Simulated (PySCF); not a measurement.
C₅H₈.
Bonds: C1–C2 (double), C2–C3 (double), C3–C4, C4–C5. Hydrogens: H6, H7 on C1; H8 on C3; H9, H10 on C4; H11, H12, H13 on C5.

The geometry is computed with GFN2-xTB (gas phase).

Q: What internal coordinates does the optimisation give?

A: 
| bond | length (Å) |
| --- | --- |
| C1=C2 | 1.295 |
| C2=C3 | 1.296 |
| C3–C4 | 1.504 |
| C4–C5 | 1.528 |
| C1–H6, C1–H7 | 1.079 |
| C3–H8 | 1.083 |
| C4–H9, C4–H10 | 1.093 |
| C5–H11, C5–H12, C5–H13 | 1.088 |

Bonds in one row agree within 0.01 Å and their mean is given. A selection of angles:
| angle | degrees |
| --- | --- |
| C2–C1–H6 | 121.9 |
| H6–C1–H7 | 116.4 |
| C1–C2–C3 | 179.0 |
| C2–C3–C4 | 124.2 |
| C2–C3–H8 | 120.0 |
| C4–C3–H8 | 115.8 |
| C3–C4–C5 | 110.7 |
| C3–C4–H9 | 109.1 |
| C5–C4–H9 | 109.3 |
| H9–C4–H10 | 108.3 |
| C4–C5–H11 | 110.5 |
| C4–C5–H12 | 110.2 |
| H11–C5–H12 | 108.6 |
| H11–C5–H13 | 108.5 |

Torsions: C2–C3–C4–C5 -113° (anticlinal). The mirror-image conformer, all signs reversed, is as good.

The 4 C–C bonds span 1.295 Å (C1=C2, drawn double) to 1.528 Å (C4–C5, drawn single), a spread of 0.233 Å.

Point group: C1 (no symmetry element, even within 0.4 Å). Stationary, but not proved a minimum. One conformer, not necessarily the lowest.
